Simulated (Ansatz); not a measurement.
# C4H4S, 9 atoms: tuning a run for speed

Aim: measure how long a single point at HF takes on C4H4S, and which launch flags, input keys and shares of the machine shorten it.

Program: Ansatz 0.2.0 (single point, HF, Gaussian basis). Host: Arm Neoverse N1, 56 cores, 56 hardware threads, 90 GiB; it was booked for these runs alone, one at a time. Each run is timed once from launch to exit, start-up included.

## 1. The job

A molecule of 9 atoms and 44 electrons, SMILES c1ccsc1, in the basis def2-tzvp.

## 2. First run

input.yaml

```yaml
crystal:
  periodic: [false, false, false]
  atoms:
    - { symbol: C, position_ang: [0.5300, -0.8500, 0.0800] }
    - { symbol: C, position_ang: [-0.8500, -0.5200, 0.1300] }
    - { symbol: C, position_ang: [-1.0700, 0.8300, -0.0500] }
    - { symbol: S, position_ang: [0.4000, 1.6900, -0.2600] }
    - { symbol: C, position_ang: [1.3200, 0.2600, -0.1200] }
    - { symbol: H, position_ang: [0.9300, -1.8500, 0.2000] }
    - { symbol: H, position_ang: [-1.6500, -1.2300, 0.2800] }
    - { symbol: H, position_ang: [-2.0100, 1.3600, -0.0600] }
    - { symbol: H, position_ang: [2.4000, 0.3000, -0.2000] }
basis:
  gaussian: { orbitals: def2-tzvp }
hamiltonian: { xc: hf }
```

Started as:

```bash
$ taskset -c 8-63 ansatz run input.yaml --backend cpu --max-ram 64GiB --events-out ev --progress --plain --runs-dir out
```

## 3. Change: x pbe

input.yaml, as its differences from that of step 2:

```diff
@@ -14,2 +14,2 @@
   gaussian: { orbitals: def2-tzvp }
-hamiltonian: { xc: hf }
+hamiltonian: { xc: pbe }
```

## 4. Change: x r2scan

input.yaml, as its differences from that of step 3:

```diff
@@ -14,2 +14,2 @@
   gaussian: { orbitals: def2-tzvp }
-hamiltonian: { xc: pbe }
+hamiltonian: { xc: r2scan }
```

## 5. Change: x pbe0

input.yaml, as its differences from that of step 4:

```diff
@@ -14,2 +14,2 @@
   gaussian: { orbitals: def2-tzvp }
-hamiltonian: { xc: r2scan }
+hamiltonian: { xc: pbe0 }
```

## 6. Change: f 3

input.yaml, as its differences from that of step 5:

```diff
@@ -14,2 +14,2 @@
   gaussian: { orbitals: def2-tzvp }
-hamiltonian: { xc: pbe0 }
+hamiltonian: { xc: { name: wB97M-V } }
```

## 7. Change: f 2

input.yaml, as its differences from that of step 6:

```diff
@@ -14,2 +14,2 @@
   gaussian: { orbitals: def2-tzvp }
-hamiltonian: { xc: { name: wB97M-V } }
+correlation: { method: mp2 }
```

## 8. Change: f 3

input.yaml, as its differences from that of step 7:

```diff
@@ -14,2 +14,3 @@
   gaussian: { orbitals: def2-tzvp }
-correlation: { method: mp2 }
+hamiltonian: { xc: pbe0 }
+correlation: { method: rpa }
```

## 9. Change: f 60

input.yaml, as its differences from that of step 8:

```diff
@@ -14,3 +14,2 @@
   gaussian: { orbitals: def2-tzvp }
-hamiltonian: { xc: pbe0 }
-correlation: { method: rpa }
+correlation: { method: ccsd_t }
```

(Steps that only read results are left out.)

Q: Predict the timings and the best choice. Wanted: reference; best change; worst change.

As calculated:

| quantity | value |
| --- | --- |
| reference | 0.51 s on 56 threads |
| best change | none beyond the noise |
| worst change | f 60: 11 times as slow |

In words: Changes under about 59 % are taken as noise (0.3 s of jitter at start-up on so short a run). No change beats the defaults here. f 60 costs most. The figures hold for this build, input and host.
